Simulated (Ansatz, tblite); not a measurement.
**AlH2(vinyl) (C2H5Al): a ladder of methods and basis sets**

The task here is to estimate one member of a computed series from the others.

Method: as each input shows; program: Ansatz 0.2.0, Gaussian basis.

The runs, in order: GFN1-xTB, GFN2-xTB, PBE-D4/def2-TZVP, r2SCAN-D4/def2-TZVP, ωB97X-V/def2-TZVP, B3LYP-D4/def2-TZVP, LC-ωPBE/def2-TZVP, BLYP-D4/def2-TZVP, r2SCANh-D4/def2-TZVP, BHLYP-D4/def2-TZVP, HSE06-D4/def2-TZVP, PBE-D4/def2-SVP, PBE0-D4/def2-SVP, PBE0-D4/def2-TZVPD, PBE-D4/def2-TZVPD, r2SCAN-D4/def2-TZVPD, CCSD(T)/def2-TZVPP, MP2/def2-TZVP, RPA/def2-TZVP, CCSD(T)/def2-TZVPD.

### The relaxed structure

The geometry is that of the singlet, from an earlier relaxation (PBE0-D4/def2-TZVP).

8 atoms, charge 0, spin multiplicity 1.

Bond lengths: Al1–H2 1.588 Å, Al1–H3 1.589 Å, Al1–C4 1.938 Å, C4–C5 1.337 Å, C4–H6 1.090 Å, C5–H7 1.088 Å, C5–H8 1.089 Å. Angles: H2–Al1–H3 121.1°, H2–Al1–C4 122.1°, H3–Al1–C4 116.8°, Al1–C4–C5 119.5°, Al1–C4–H6 123.7°, C5–C4–H6 116.8°, C4–C5–H7 121.7°, C4–C5–H8 123.0°, H7–C5–H8 115.3°.

PBE0-D4/def2-TZVP was run before; its log isn't repeated, and its numbers join the tables.

The first run:

Tight binding, by tblite at 300 K electronic temperature and without a spin-polarisation term:

```python
tblite.interface.Calculator('GFN1-xTB', numbers, positions, charge=0, uhf=0).singlepoint()
```

Tight binding, by tblite at 300 K electronic temperature and without a spin-polarisation term:

```python
tblite.interface.Calculator('GFN2-xTB', numbers, positions, charge=0, uhf=0).singlepoint()
```

start.molden holds the orbitals of an earlier run on this state, given as this run's starting guess.

File in.yaml:

```yaml
crystal:
  periodic: [false, false, false]
  atoms:
    - {symbol: Al, position_ang: [0.826764, 1.166967, -0.389542]}
    - {symbol: H, position_ang: [1.951627, 1.569519, -1.435264]}
    - {symbol: H, position_ang: [0.288613, 2.210827, 0.680167]}
    - {symbol: C, position_ang: [0.048754, -0.607470, -0.345579]}
    - {symbol: C, position_ang: [-0.877839, -0.897776, 0.573098]}
    - {symbol: H, position_ang: [0.325383, -1.406546, -1.033496]}
    - {symbol: H, position_ang: [-1.216023, -0.158510, 1.296920]}
    - {symbol: H, position_ang: [-1.347270, -1.877001, 0.653697]}
basis:
  gaussian: {orbitals: def2-TZVP, initial_orbitals: start.molden}
hamiltonian: {xc: pbe, dispersion: d4}
scf: {omitted_lower_state_checks: [starts]}
output: {orbitals: {seedname: orbitals}}
```

Command:

```bash
ansatz run in.yaml --threads 4 --pin off --events-out ev --progress --plain --max-ram 3916MiB
```

Steps of the session up to this table: PBE-D4/def2-TZVP; r2SCAN-D4/def2-TZVP; ωB97X-V/def2-TZVP; B3LYP-D4/def2-TZVP; LC-ωPBE/def2-TZVP; BLYP-D4/def2-TZVP; r2SCANh-D4/def2-TZVP; BHLYP-D4/def2-TZVP; HSE06-D4/def2-TZVP; PBE-D4/def2-SVP; PBE0-D4/def2-SVP; PBE0-D4/def2-TZVPD; PBE-D4/def2-TZVPD; r2SCAN-D4/def2-TZVPD; CCSD(T)/def2-TZVPP; MP2/def2-TZVP; RPA/def2-TZVP; CCSD(T)/def2-TZVPD.

One of the session's tables, all rows but one given; the rest of the session is left out.

| level | HOMO (eV) | LUMO (eV) | gap (eV) |
| --- | --- | --- | --- |
| PBE-D4/def2-SVP | -6.75 | -2.43 | 4.32 |
| PBE-D4/def2-TZVP | -6.80 | -2.49 | 4.31 |
| PBE-D4/def2-TZVPD | -6.81 | -2.51 | 4.30 |
| BLYP-D4/def2-TZVP | -6.71 | -2.36 | 4.35 |
| r2SCAN-D4/def2-TZVP | ? | ? | ? |
| r2SCAN-D4/def2-TZVPD | -7.07 | -2.23 | 4.84 |
| r2SCANh-D4/def2-TZVP | -7.55 | -1.93 | 5.62 |
| B3LYP-D4/def2-TZVP | -7.89 | -1.87 | 6.02 |
| PBE0-D4/def2-SVP | -8.07 | -1.62 | 6.46 |
| PBE0-D4/def2-TZVP | -8.09 | -1.66 | 6.44 |
| PBE0-D4/def2-TZVPD | -8.10 | -1.67 | 6.43 |
| HSE06-D4/def2-TZVP | -7.69 | -2.03 | 5.66 |
| BHLYP-D4/def2-TZVP | -9.01 | -0.82 | 8.19 |
| LC-ωPBE/def2-TZVP | -10.84 | 0.40 | 11.23 |
| ωB97X-V/def2-TZVP | -10.48 | 0.30 | 10.77 |

Estimate the missing values for r2SCAN-D4/def2-TZVP.

As computed: HOMO (eV): -7.07; LUMO (eV): -2.22; gap (eV): 4.85.
